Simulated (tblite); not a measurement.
A geometry optimisation, step by step.

Compound: C3H7O2P.
Atom-mapped SMILES: `[CH3:1][O:2][C:3](=[O:4])[PH:5][CH3:6]` (hydrogens: H7, H8, H9 on C1; H10 on P5; H11, H12, H13 on C6)

Computed with GFN2-xTB (tblite), gas phase: L-BFGS steps from a force-field or distance-geometry start until the largest atomic force falls under 0.01 eV/Å. 12 of its 76 geometries are shown.

Step 0: E = -561.3640 eV, largest atomic force 1.455 eV/Å
```
atom  x, y, z in Å  |  force x, y, z in eV/Å
C1      2.359   -0.239    0.488   -0.025   0.186  -0.241
O2      1.078   -0.565   -0.086   -0.438   0.140   1.380
C3      0.063   -0.486    0.807   -0.120   0.648   0.247
O4      0.125   -0.136    1.965    0.889  -0.215  -0.427
P5     -1.614   -0.901    0.189   -0.389  -0.818  -0.700
C6     -1.891    0.583   -0.862    0.005   0.767   0.045
H7      3.109   -0.343   -0.295   -0.185  -0.079  -0.095
H8      2.362    0.808    0.837   -0.094  -0.410   0.030
H9      2.603   -0.921    1.310   -0.176   0.182  -0.061
H10    -2.342   -0.479    1.323    0.484   0.122  -0.176
H11    -2.928    0.618   -1.201    0.083  -0.154   0.076
H12    -1.245    0.558   -1.742   -0.008  -0.117   0.101
H13    -1.684    1.504   -0.294   -0.025  -0.252  -0.178
```

Step 7: E = -561.5361 eV, largest atomic force 0.192 eV/Å
```
atom  x, y, z in Å  |  force x, y, z in eV/Å
C1      2.329   -0.240    0.480    0.038   0.028   0.020
O2      1.030   -0.554   -0.031    0.109   0.058   0.147
C3      0.046   -0.451    0.858    0.023   0.079   0.099
O4      0.200   -0.125    2.006   -0.089  -0.050  -0.066
P5     -1.590   -0.931    0.128    0.103  -0.048   0.017
C6     -1.889    0.601   -0.868    0.075   0.015  -0.041
H7      3.040   -0.365   -0.333   -0.106  -0.022  -0.042
H8      2.350    0.788    0.853   -0.040  -0.032  -0.080
H9      2.583   -0.902    1.313   -0.079  -0.026  -0.096
H10    -2.255   -0.486    1.263   -0.114  -0.029   0.101
H11    -2.928    0.608   -1.197    0.084  -0.037   0.039
H12    -1.241    0.555   -1.741   -0.003   0.083  -0.074
H13    -1.678    1.502   -0.292   -0.003  -0.018  -0.023
```

Step 14: E = -561.5506 eV, largest atomic force 0.104 eV/Å
```
atom  x, y, z in Å  |  force x, y, z in eV/Å
C1      2.325   -0.237    0.476   -0.043   0.003  -0.022
O2      1.016   -0.535   -0.006    0.005   0.047   0.044
C3      0.041   -0.435    0.890    0.009  -0.036   0.051
O4      0.189   -0.121    2.041   -0.025  -0.005  -0.044
P5     -1.569   -0.933    0.130    0.060  -0.013  -0.009
C6     -1.861    0.598   -0.875   -0.023   0.034   0.002
H7      3.003   -0.376   -0.364   -0.029   0.012   0.046
H8      2.354    0.794    0.839    0.064  -0.078  -0.026
H9      2.574   -0.913    1.299    0.029   0.069  -0.068
H10    -2.270   -0.511    1.258   -0.087   0.008  -0.015
H11    -2.904    0.586   -1.186   -0.012   0.002  -0.021
H12    -1.234    0.585   -1.767    0.022  -0.040   0.063
H13    -1.667    1.500   -0.297    0.031  -0.003  -0.003
```

Step 20: E = -561.5571 eV, largest atomic force 0.102 eV/Å
```
atom  x, y, z in Å  |  force x, y, z in eV/Å
C1      2.320   -0.232    0.464    0.016   0.004  -0.002
O2      1.000   -0.512    0.015   -0.074   0.009  -0.010
C3      0.032   -0.428    0.921   -0.034  -0.014  -0.031
O4      0.175   -0.121    2.073    0.025  -0.003   0.025
P5     -1.561   -0.938    0.131   -0.038   0.031   0.018
C6     -1.848    0.597   -0.871    0.015   0.002  -0.002
H7      2.976   -0.382   -0.387    0.025  -0.006  -0.074
H8      2.387    0.794    0.826   -0.003   0.088   0.012
H9      2.585   -0.907    1.276    0.032  -0.062   0.074
H10    -2.318   -0.531    1.232    0.020  -0.012  -0.019
H11    -2.890    0.578   -1.188    0.034   0.044  -0.005
H12    -1.213    0.579   -1.755    0.014  -0.034   0.009
H13    -1.649    1.502   -0.298   -0.032  -0.047   0.005
```

Step 27: E = -561.5593 eV, largest atomic force 0.033 eV/Å
```
atom  x, y, z in Å  |  force x, y, z in eV/Å
C1      2.318   -0.228    0.461   -0.005   0.013  -0.017
O2      0.990   -0.498    0.022   -0.010  -0.026  -0.007
C3      0.024   -0.426    0.932   -0.003   0.009  -0.009
O4      0.172   -0.128    2.085   -0.010  -0.021   0.012
P5     -1.566   -0.939    0.134   -0.007  -0.005   0.020
C6     -1.840    0.594   -0.872   -0.003  -0.005   0.014
H7      2.961   -0.382   -0.402    0.006  -0.003  -0.015
H8      2.397    0.800    0.817   -0.007   0.019   0.014
H9      2.593   -0.906    1.271   -0.024   0.008  -0.005
H10    -2.333   -0.536    1.229    0.016   0.009   0.004
H11    -2.878    0.592   -1.199    0.007  -0.015  -0.025
H12    -1.195    0.565   -1.749    0.009   0.015   0.025
H13    -1.647    1.493   -0.290    0.031   0.004  -0.011
```

Step 34: E = -561.5617 eV, largest atomic force 0.068 eV/Å
```
atom  x, y, z in Å  |  force x, y, z in eV/Å
C1      2.305   -0.215    0.447   -0.019  -0.005   0.005
O2      0.971   -0.487    0.021    0.029  -0.007  -0.025
C3      0.013   -0.439    0.940    0.034   0.019  -0.003
O4      0.167   -0.161    2.098    0.011  -0.025   0.015
P5     -1.582   -0.943    0.150   -0.016  -0.030   0.013
C6     -1.825    0.587   -0.868    0.030   0.000  -0.001
H7      2.941   -0.375   -0.421   -0.038   0.017   0.042
H8      2.388    0.814    0.804   -0.018  -0.026  -0.025
H9      2.581   -0.893    1.258   -0.007   0.019  -0.023
H10    -2.332   -0.525    1.251   -0.018   0.018  -0.022
H11    -2.849    0.600   -1.235   -0.004  -0.018   0.035
H12    -1.153    0.554   -1.722    0.041  -0.024  -0.026
H13    -1.627    1.482   -0.283   -0.027   0.060   0.016
```

Step 41: E = -561.5654 eV, largest atomic force 0.054 eV/Å
```
atom  x, y, z in Å  |  force x, y, z in eV/Å
C1      2.273   -0.196    0.427    0.020  -0.003  -0.001
O2      0.939   -0.473    0.014    0.016   0.020   0.015
C3     -0.001   -0.462    0.955    0.027  -0.038   0.028
O4      0.175   -0.226    2.119    0.032  -0.005   0.014
P5     -1.602   -0.944    0.176   -0.011   0.012  -0.005
C6     -1.785    0.581   -0.860   -0.016   0.001  -0.014
H7      2.901   -0.357   -0.445    0.006  -0.001  -0.011
H8      2.360    0.835    0.774   -0.030  -0.010  -0.003
H9      2.560   -0.869    1.237    0.002   0.008   0.006
H10    -2.347   -0.495    1.267   -0.028   0.013   0.000
H11    -2.794    0.596   -1.265   -0.010  -0.001  -0.022
H12    -1.073    0.526   -1.682   -0.017   0.014  -0.003
H13    -1.612    1.485   -0.279    0.009  -0.010  -0.002
```

Step 48: E = -561.5668 eV, largest atomic force 0.023 eV/Å
```
atom  x, y, z in Å  |  force x, y, z in eV/Å
C1      2.266   -0.191    0.420    0.002   0.002   0.003
O2      0.931   -0.473    0.015   -0.004   0.000   0.014
C3      0.002   -0.475    0.967   -0.009  -0.009   0.007
O4      0.195   -0.258    2.132   -0.012  -0.018  -0.007
P5     -1.608   -0.940    0.188    0.003   0.018  -0.012
C6     -1.777    0.580   -0.861   -0.003  -0.002  -0.007
H7      2.893   -0.351   -0.453    0.002   0.003  -0.005
H8      2.342    0.842    0.765    0.013   0.005  -0.001
H9      2.558   -0.858    1.234    0.009   0.001   0.002
H10    -2.361   -0.477    1.268    0.011   0.011   0.005
H11    -2.781    0.594   -1.281    0.007   0.000   0.009
H12    -1.056    0.523   -1.675   -0.012  -0.002   0.007
H13    -1.608    1.485   -0.280   -0.007  -0.008  -0.015
```

Step 55: E = -561.5676 eV, largest atomic force 0.024 eV/Å
```
atom  x, y, z in Å  |  force x, y, z in eV/Å
C1      2.262   -0.184    0.417   -0.001   0.002   0.003
O2      0.924   -0.469    0.024   -0.011   0.013  -0.017
C3     -0.001   -0.492    0.978   -0.013   0.004  -0.012
O4      0.194   -0.305    2.147    0.008  -0.007   0.009
P5     -1.616   -0.933    0.196    0.009  -0.011   0.009
C6     -1.771    0.579   -0.865    0.000   0.004   0.006
H7      2.880   -0.344   -0.463    0.006  -0.009  -0.004
H8      2.340    0.851    0.755    0.003   0.011   0.011
H9      2.564   -0.847    1.229    0.004  -0.008   0.009
H10    -2.360   -0.451    1.274    0.000  -0.001   0.005
H11    -2.771    0.591   -1.293   -0.011  -0.003  -0.004
H12    -1.043    0.515   -1.671    0.001  -0.006  -0.013
H13    -1.607    1.488   -0.290    0.006   0.011  -0.001
```

Step 61: E = -561.5680 eV, largest atomic force 0.047 eV/Å
```
atom  x, y, z in Å  |  force x, y, z in eV/Å
C1      2.263   -0.181    0.420    0.000   0.006  -0.011
O2      0.923   -0.458    0.020    0.022   0.004   0.018
C3     -0.001   -0.495    0.976    0.030   0.004   0.019
O4      0.200   -0.329    2.148   -0.004  -0.005  -0.008
P5     -1.618   -0.929    0.200   -0.017   0.011  -0.002
C6     -1.774    0.579   -0.868    0.003  -0.006  -0.005
H7      2.882   -0.344   -0.460   -0.008   0.006   0.019
H8      2.343    0.854    0.759    0.013  -0.018  -0.001
H9      2.563   -0.846    1.233   -0.037   0.013  -0.026
H10    -2.355   -0.442    1.281    0.001  -0.005  -0.006
H11    -2.775    0.589   -1.294    0.003   0.006   0.008
H12    -1.049    0.510   -1.677   -0.002  -0.008  -0.006
H13    -1.606    1.492   -0.300   -0.004  -0.007   0.000
```

Step 68: E = -561.5691 eV, largest atomic force 0.035 eV/Å
```
atom  x, y, z in Å  |  force x, y, z in eV/Å
C1      2.259   -0.164    0.420   -0.001  -0.003   0.000
O2      0.912   -0.398    0.022   -0.009   0.012   0.004
C3      0.002   -0.503    0.987    0.006   0.003   0.016
O4      0.220   -0.420    2.165   -0.009  -0.001  -0.034
P5     -1.623   -0.913    0.215    0.000  -0.006   0.001
C6     -1.774    0.574   -0.879    0.002  -0.010   0.005
H7      2.874   -0.341   -0.459    0.002   0.000   0.001
H8      2.375    0.865    0.766   -0.004   0.000  -0.001
H9      2.533   -0.844    1.229    0.006  -0.002   0.004
H10    -2.352   -0.417    1.296    0.001   0.017  -0.012
H11    -2.779    0.586   -1.296    0.006  -0.002   0.006
H12    -1.058    0.477   -1.693   -0.009   0.008   0.004
H13    -1.592    1.500   -0.336    0.008  -0.015   0.006
```

Step 75: E = -561.5693 eV, largest atomic force 0.008 eV/Å
```
atom  x, y, z in Å  |  force x, y, z in eV/Å
C1      2.261   -0.165    0.422    0.000   0.002   0.002
O2      0.913   -0.392    0.021   -0.002  -0.004   0.002
C3      0.003   -0.501    0.985   -0.002  -0.001   0.000
O4      0.220   -0.418    2.163    0.001  -0.001  -0.008
P5     -1.621   -0.916    0.214    0.000   0.004   0.000
C6     -1.776    0.571   -0.879    0.000   0.004  -0.004
H7      2.877   -0.342   -0.456   -0.004  -0.001  -0.003
H8      2.379    0.863    0.770   -0.001   0.005   0.003
H9      2.530   -0.847    1.230    0.003   0.000   0.003
H10    -2.351   -0.412    1.291   -0.002  -0.001   0.001
H11    -2.783    0.586   -1.290   -0.004  -0.003   0.003
H12    -1.065    0.478   -1.698    0.003  -0.002  -0.001
H13    -1.589    1.494   -0.333    0.008  -0.002   0.002
```

Task: Summarise the path.

Result: The energy falls by 4.74 kcal/mol from step 0 to step 75; nine tenths of that is first reached at step 13. It falls at every step. The largest force goes from 1.455 to 0.008 eV/Å. Among the bonds O2–C3 changes most, from 1.354 to 1.331 Å; the atoms move by 0.187 Å rms after alignment.

Task: Follow the three bonds and two angles with the largest change from start to end.

Result: 
| step | E above end (kcal/mol) | largest force (eV/Å) | O2–C3 (Å) | P5–H10 (Å) | C1–O2 (Å) | O4–C3–P5 (°) | O2–C3–P5 (°) |
| --- | --- | --- | --- | --- | --- | --- | --- |
| 0 | 4.74 | 1.455 | 1.354 | 1.412 | 1.441 | 115.7 | 116.8 |
| 3 | 1.79 | 0.661 | 1.330 | 1.417 | 1.433 | 120.5 | 115.7 |
| 7 | 0.77 | 0.192 | 1.329 | 1.389 | 1.431 | 123.9 | 111.7 |
| 10 | 0.58 | 0.132 | 1.326 | 1.397 | 1.423 | 124.0 | 111.2 |
| 13 | 0.46 | 0.098 | 1.328 | 1.395 | 1.426 | 124.6 | 110.3 |
| 16 | 0.37 | 0.082 | 1.328 | 1.395 | 1.426 | 125.4 | 109.3 |
| 20 | 0.28 | 0.102 | 1.329 | 1.397 | 1.422 | 125.7 | 108.6 |
| 23 | 0.25 | 0.038 | 1.329 | 1.394 | 1.426 | 125.9 | 108.4 |
| 26 | 0.24 | 0.037 | 1.329 | 1.396 | 1.425 | 126.1 | 108.4 |
| 29 | 0.22 | 0.047 | 1.329 | 1.396 | 1.424 | 126.0 | 108.2 |
| 33 | 0.19 | 0.054 | 1.329 | 1.396 | 1.426 | 125.9 | 108.4 |
| 36 | 0.14 | 0.080 | 1.329 | 1.396 | 1.425 | 125.8 | 108.4 |
| 39 | 0.10 | 0.054 | 1.329 | 1.395 | 1.424 | 125.9 | 108.2 |
| 42 | 0.08 | 0.058 | 1.330 | 1.395 | 1.424 | 126.1 | 108.2 |
| 46 | 0.06 | 0.027 | 1.330 | 1.396 | 1.424 | 126.5 | 107.9 |
| 49 | 0.06 | 0.030 | 1.330 | 1.396 | 1.424 | 126.5 | 107.9 |
| 52 | 0.05 | 0.029 | 1.330 | 1.396 | 1.424 | 126.4 | 108.0 |
| 55 | 0.04 | 0.024 | 1.330 | 1.396 | 1.424 | 126.3 | 108.0 |
| 59 | 0.04 | 0.019 | 1.330 | 1.396 | 1.425 | 126.2 | 108.1 |
| 62 | 0.03 | 0.054 | 1.330 | 1.396 | 1.425 | 126.1 | 108.3 |
| 65 | 0.01 | 0.033 | 1.330 | 1.395 | 1.423 | 125.9 | 108.3 |
| 68 | 0.01 | 0.035 | 1.331 | 1.396 | 1.424 | 125.9 | 108.4 |
| 72 | 0.00 | 0.036 | 1.331 | 1.395 | 1.424 | 125.8 | 108.5 |
| 75 | 0.00 | 0.008 | 1.331 | 1.395 | 1.424 | 125.8 | 108.5 |

Run on one thread of an Arm Neoverse V1, shared host.
